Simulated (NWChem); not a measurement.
Correlation energy of CN

SMILES: [C]#N
```xyz
2

C      0.0000     0.0000     0.6303
N      0.0000     0.0000    -0.5403
```
Charge 0, spin multiplicity 2.

All runs are NWChem calculations. All single points use one geometry, from UB3LYP/def2-SVP, a minimum by its harmonic frequencies.

Basis set: 3-21G. Each correlation energy counts from its own Hartree-Fock reference.

The correlated methods keep 2 core orbitals frozen. The structure started from a generated list of species. The unpaired electrons of the parent sit in orbitals of symmetry a1 (C2v labels of the run); other states weren't searched. No SCF solution was tested for a lower state. Open-shell Hartree-Fock references start from PBE0 orbitals. Coupled-cluster values serve here as a point of comparison, not as the truth.

```
method           correlation energy (mHa)             remark
---------------  ------------------------  -----------------
UMP2                               -151.7  spin-contaminated
CCSD[T] on UHF                     -203.2  spin-contaminated
CCSD on UHF                           [?]  spin-contaminated
CCSD[T] on ROHF                    -226.3   large amplitudes
CCSDT on ROHF                         [?]   large amplitudes
CCSD(T) on ROHF                    -221.6   large amplitudes
SCS-UMP2                           -144.3  spin-contaminated
CCSD on ROHF                       -212.3   large amplitudes
CCSD(T) on UHF                     -199.5  spin-contaminated
```

Task: Complete the blanks.

Result: 
- CCSD on UHF, correlation energy (mHa): -192.4
- CCSDT on ROHF, correlation energy (mHa): -222.0
